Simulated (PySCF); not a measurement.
**Does the structure fit the spectrum?**

A compound C₄H₆FN gives the data below (simulated from a calculation) and was assigned the structure `N=C1CC(F)C1`.

¹³C{¹H} NMR (computed): δ 178.2 (CH), 94.9 (CH, d, J = 218.7 Hz), 29.8 (CH, d, J = 27.9 Hz), 21.9 (CH3, d, J = 19.6 Hz).

¹H NMR (500 MHz, computed): δ 10.72 (ddd, J = 8.5, 2.0, 1.2 Hz, 1H), 5.45 (m, 1H), 1.98 (dd, J = 2.9, 2.0 Hz, 1H), 0.67 (dd, J = 22.5, 6.6 Hz, 3H).

- J couplings at B3LYP/pcJ-1 (spin–dipole term only in couplings to heteroatoms)
- geometry from GFN2-xTB
- NMR shieldings at PBE0/pcSseg-1/GIAO
- code: PySCF
- one conformer, no solvent, equivalent nuclei averaged, no relativistic terms

Scale: TMS for ¹H (σ = 31.72 ppm) and ¹³C (σ = 186.93 ppm) (reference shieldings calculated alike).

**Question.** Compare with the shifts computed for the proposed structure, pairing carbons in order of shift.

**Answer.** Atoms are numbered as in `[NH:1]=[C:2]1[CH2:3][CH:4]([F:5])[CH2:6]1`; H(Xn) means a hydrogen on atom n.

```json
{"atom": "C2", "computed for proposal": "175.7", "given list": "178.2", "difference": "-2.5"}
{"atom": "C4", "computed for proposal": "82.5", "given list": "94.9", "difference": "-12.4"}
{"atom": "C6", "computed for proposal": "49.7", "given list": "29.8", "difference": "+19.9"}
{"atom": "C3", "computed for proposal": "49.4", "given list": "21.9", "difference": "+27.5"}
```

The rms difference is 18.1 ppm and the largest +27.5 ppm at C3 (sp3 CH2 in a ring). The carbon types in order of shift don't match either: C, CH, CH2, CH2 for the proposal against CH, CH, CH, CH3 in the data. The proposal doesn't fit.

**Question.** Which isomer fits?

**Answer.** SMILES C[C@@H](F)[C@H]1C=N1.

- Carbon types of the structure: 3 × CH, 1 × CH3, which accounts for all hydrogens.
- δC 178.2: C=N carbon.
- δC 94.9: sp3 CH bonded to F; the inductive effect lowers its shielding.
- δC 29.8: three-membered-ring carbon; pulled downfield by the heteroatom.
- δH 10.72: hydrogen on a C=N carbon.

Other isomers checked: NCC#CCF (rms 46.3 ppm); C/N=C\C=C/F (rms 51.0 ppm).

The data come from this structure; uniqueness wasn't tested.

Common functionals overestimate the size of one-bond C–F couplings by tens of Hz; these are unscaled. Multiplet labels drop couplings under 1 Hz and merge nearly equal ones. Unscaled 3J(H,H) at this level run about 10 % above measured values. Shifts are as computed. Against solution values, carbons near 30 ppm lie about +3 ppm off and those near 130 ppm about +5 ppm. Of 1211 compounds with measured shifts, 218 miss one by over three times the rms of a fit or turn the order of signals round; such compounds aren't used in these exercises. Vicinal couplings across rotatable single bonds and in flexible rings belong to the one computed conformer; a conformer average would change them.
